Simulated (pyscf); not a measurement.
`[O]=[W]([OH])([F])([F])[F]` + `[ClH]` → `[O]=[W]([F])([F])([F])[Cl]` + `[OH2]` (four-centre exchange; singlet surface; O–W, Cl–H broken, Cl–W, H–O formed). Single points on ωB97X-D3(BJ)/def2-SVP structures (PySCF, gas phase). Energies in eV from the separated reactants.

```csv
level,barrier,reaction energy
ωB97X-D3(BJ)/def2-TZVP,0.00,-0.15
PBE/def2-TZVP,0.10,-0.06
r²SCAN/def2-TZVP,0.04,-0.04
B3LYP-D3(BJ)/def2-TZVP,0.15,-0.03
PBE0-D3(BJ)/def2-TZVP,0.07,-0.07
HF/def2-TZVP,0.77,+0.06
```

On the reactant side the descent ends in a bound adduct, 0.38 eV under the separated species and 0.38 eV under the saddle at ωB97X-D3(BJ)/def2-TZVP. On the product side the descent ends in an adduct with a O–W contact, 0.41 eV under the separated species and 0.56 eV under the saddle at ωB97X-D3(BJ)/def2-TZVP. What is counted as broken (O–W) persists as a longer contact in the product adduct; parting that adduct is a step of its own. One saddle was located; it need not be the lowest between these sides. Elements past Kr carry the def2 core potentials, without spin-orbit coupling.
